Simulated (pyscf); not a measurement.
Thermochemistry of product channels of `[N][F]` [triplet] + `[SiH3][O][SiH3]` on the triplet surface, in eV, from ωB97M-D3(BJ)/def2-TZVP energies (ideal gas, 1 atm, RRHO with modes under 100 cm⁻¹ raised to 100, one conformer, R ln 2 for chiral ones without a mode under 150 cm⁻¹). Optimised with ωB97X-D3(BJ)/def2-SVP in PySCF.

| products | ΔE | ΔH(298 K) | ΔG(298 K) | ΔG(1200 K) |
|---|---|---|---|---|
| `[NH][SiH2][O][SiH3]` [doublet] + `[F]` [doublet] | -0.09 | -0.04 | +0.07 | +0.28 |
| `[NH][F]` [doublet] + `[SiH2][O][SiH3]` [doublet] | +0.80 | +0.84 | +0.77 | +0.59 |
| `[NH]` [triplet] + `[F][SiH2][O][SiH3]` | -2.87 | -2.85 | -2.80 | -2.68 |
| `[NH2][F]` + `[SiH][O][SiH3]` [triplet] | +1.03 | +1.21 | +1.15 | +1.02 |
| `[N][SiH2][O][SiH3]` [triplet] + `[FH]` | -1.56 | -1.52 | -1.48 | -1.42 |

These are energies of the channels, which say nothing of barriers. :HSi–O–SiH₃ [triplet] is an excited spin state, 1.70 eV over the singlet at ωB97X-D3(BJ)/def2-TZVP. Left out: orbital degeneracy and the spin-orbit lowering of F.
